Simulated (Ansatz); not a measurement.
# O2: the cost of one run

Method: the levels named in each step, in Ansatz 0.2.0.

## 1. Starting point

Bond lengths: O1–O2 1.099 Å.

Structure file:

```xyz
2

O     0.0000    0.0000    0.0000
O     0.0000    0.0000    1.0991
```

## 2. A rough first relaxation, PBE-D4/def2-SVP

Contents of input.yaml:

```yaml
crystal:
  periodic: [false, false, false]
  atoms:
    - { symbol: O, position_ang: [0.0, 0.0, 0.0] }
    - { symbol: O, position_ang: [0.0, 0.0, 1.09914] }
magnetization:
  spin_polarized: true
  initial_magnetization: 1
total_charge: 1
basis:
  gaussian: { orbitals: def2-SVP }
hamiltonian:
  xc: pbe
  dispersion: d4
relax:
  f_tol: 0.03
  max_steps: 200
```

Launch:

```
$ ansatz run input.yaml --threads 2 --pin off --max-ram 5120MiB --backend cpu --events-out ev --progress --plain --runs-dir out
```

**Question.** How long does this run take on 2 threads of Arm Neoverse V2, shared host, and how much memory does it need?

About 1.1 s, with a peak of 0.078 GiB.
